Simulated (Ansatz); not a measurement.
Reaction (SMILES): F/C=C/F + 4 [H][H] (H2) -> 2 C (CH4) + 2 F (HF)

Wanted: energy of full hydrogenation (enthalpy at 298 K), in kcal/mol. Terms: non-relativistic; 6-311+G** with 5d; frozen cores in correlated levels; no spin-orbit coupling; LANL2DZ all-electron up to Ne; 6-31G* and kin with 6d, 5d where marked. Basis-set limits of correlation are two-point, X^-3; Hartree-Fock from the larger set. [CCSD(T)-MP2]/basis is that difference in the basis named. Ab initio and DFT rows: single points at B3LYP-D3(BJ) geometries (Ansatz, a program for electronic structure), with unscaled harmonic terms from B3LYP/6-31G* (Ansatz) at its own minima.

Coupled cluster (Ansatz) is a level with limits of its own, used here on species with T1 under 0.025 (0.045 for open shells) and stable references: RI-MP2/CBS(aug-cc-pVTZ,aug-cc-pVQZ)+[CCSD(T)-MP2]/aug-cc-pVTZ.

Value to compare with, RI-MP2/CBS(aug-cc-pVTZ,aug-cc-pVQZ)+[CCSD(T)-MP2]/aug-cc-pVTZ (Ansatz): -93.1 kcal/mol.

```csv
level,program,energy of full hydrogenation (enthalpy at 298 K) (kcal/mol),difference
HF/STO-3G,Ansatz,-74.4,18.7
HF/3-21G,Ansatz,-79.8,13.3
HF/LANL2DZ,Ansatz,-112.9,-19.8
HF/6-31G*,Ansatz,-88.4,4.7
HF/6-311+G**,Ansatz,-100.4,-7.3
```

Among the 5 habitual levels, HF/LANL2DZ lies farthest from RI-MP2/CBS(aug-cc-pVTZ,aug-cc-pVQZ)+[CCSD(T)-MP2]/aug-cc-pVTZ (Ansatz) (-19.8 kcal/mol) and HF/6-31G* nearest (4.7); 3 of 5 lie above it, and their mean absolute difference is 12.8 kcal/mol, the median 13.3. One case shows no general order.

The sets are all those run for this method; left out are runs that failed, that the program found above a lower state of the same kind, or whose <S^2> lies over 0.5 above the pure value.
